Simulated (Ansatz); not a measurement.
**Stretch profile**

BOF (SMILES O=BF), singlet, at its PBE0-D4/def2-TZVP minimum:

O1  (0.983, -0.565, 0.480)
B2  (0.020, -0.012, 0.010)
F3  (-1.003, 0.577, -0.490)
(Å)

The bond length B2–F3 (1.282 Å at the minimum) is set to the values below, the two halves moving rigidly along the bond. Each method's energies count from its own value at the PBE0-D4 minimum structure. Program: Ansatz 0.2.0. Basis: def2-TZVPP. Cores are frozen in the correlated methods.

CCSD(T) energies along the scan:
```tsv
bond length (Å)	CCSD(T) (kJ/mol)
1.128	94.3
1.173	44.3
1.238	7.4
1.315	1.4
1.399	24.2
1.490	69.0
1.587	128.4
1.689	195.7
1.795	265.5
```
They count from the CCSD(T) energy at the PBE0-D4 minimum.

Minimum and curvature along this coordinate at CCSD(T): A fifth-order fit through the nearest points gives 1.290 Å, with a curvature of about 53 eV/Å².

Problem. Treat the two halves as rigid bodies and work out the harmonic wavenumber of this stretch from that curvature (ν̃ = 521.5 √(k/μ) cm⁻¹ with k in eV/Å² and μ in u).

Solution. The halves weigh 26.81 and 19.00 u, so μ = 26.81 × 19.00/45.81 = 11.120 u and ν̃ = 521.5 √(53/11.120) ≈ 1100 cm⁻¹. A true normal mode mixes in other motions, so this is a guide only.

Largest difference from the CCSD(T) curve over the scan: PBE-D4 20.1; HF 63.1; MP2 1.6 kJ/mol. Each curve counts from its own value at the minimum.

T1 diagnostic: at most 0.021.

For scale, one of the runs: CCSD(T)/def2-TZVPP, 93 basis functions (an equivalent command: `ansatz run in.yaml --threads 2`). The run took about 2.5 s on 2 CPU threads (shared host).
